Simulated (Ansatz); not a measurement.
# C2H4O2: the cost of one run

Computed with Ansatz 0.2.0 (the levels named in each step, unless a step's input says otherwise).

## Step 1: Starting point

Bond lengths: O1–C2 1.201 Å, C2–C3 1.502 Å, C3–O4 1.395 Å, C2–H5 1.103 Å, C3–H6 1.101 Å, C3–H7 1.100 Å, O4–H8 0.972 Å. Angles: O1–C2–C3 122.5°, O1–C2–H5 122.6°, C3–C2–H5 114.9°, C2–C3–O4 112.0°, C2–C3–H6 108.4°, C2–C3–H7 108.5°, O4–C3–H6 110.1°, O4–C3–H7 110.1°, H6–C3–H7 107.6°, C3–O4–H8 106.9°.

Coordinates:

```xyz
8

O     0.6518    1.1211    0.6397
C     0.9294    0.0203    0.2492
C    -0.0805   -0.8879   -0.3928
O    -1.3411   -0.2948   -0.4716
H     1.9455   -0.4013    0.3330
H    -0.1357   -1.8174    0.1944
H     0.2773   -1.1517   -1.3985
H    -1.2606    0.5924   -0.0838
```

## Step 2: A rough first relaxation, PBE-D4/def2-SVP

This run stands in another session on the same molecule. It ended at:

```xyz
8

O     0.6209    1.1312    0.6327
C     0.9190    0.0147    0.2438
C    -0.1103   -0.8838   -0.3988
O    -1.3596   -0.2791   -0.4707
H     1.9665   -0.3948    0.3436
H    -0.1219   -1.8410    0.1884
H     0.2926   -1.1745   -1.4059
H    -1.2212    0.6081   -0.0635
```

## Step 3: Relaxation, r2SCAN-D4/def2-TZVPP

Input file input.yaml:

```yaml
crystal:
  periodic: [false, false, false]
  atoms:
    - { symbol: O, position_ang: [0.62093325, 1.13119451, 0.63266685] }
    - { symbol: C, position_ang: [0.91902763, 0.01472827, 0.24378385] }
    - { symbol: C, position_ang: [-0.11027236, -0.88381852, -0.39876217] }
    - { symbol: O, position_ang: [-1.3596115, -0.27913382, -0.47072308] }
    - { symbol: H, position_ang: [1.96649723, -0.39477233, 0.3435797] }
    - { symbol: H, position_ang: [-0.12188466, -1.84097828, 0.18837275] }
    - { symbol: H, position_ang: [0.29256971, -1.17454682, -1.40587374] }
    - { symbol: H, position_ang: [-1.2211593, 0.60810699, -0.06348417] }
basis:
  gaussian: { orbitals: def2-TZVPP }
hamiltonian:
  xc: r2scan
  dispersion: d4
relax:
  f_tol: 0.002
  max_steps: 150
```

The run is started by

```bash
> ansatz run input.yaml --threads 4 --pin off --max-ram 10240MiB --backend cpu --events-out ev --progress --plain --runs-dir out
```

Q: Estimate wall time and peak memory on 4 threads of Arm Neoverse V1, shared host.

About 16 s, with a peak of 0.32 GiB.
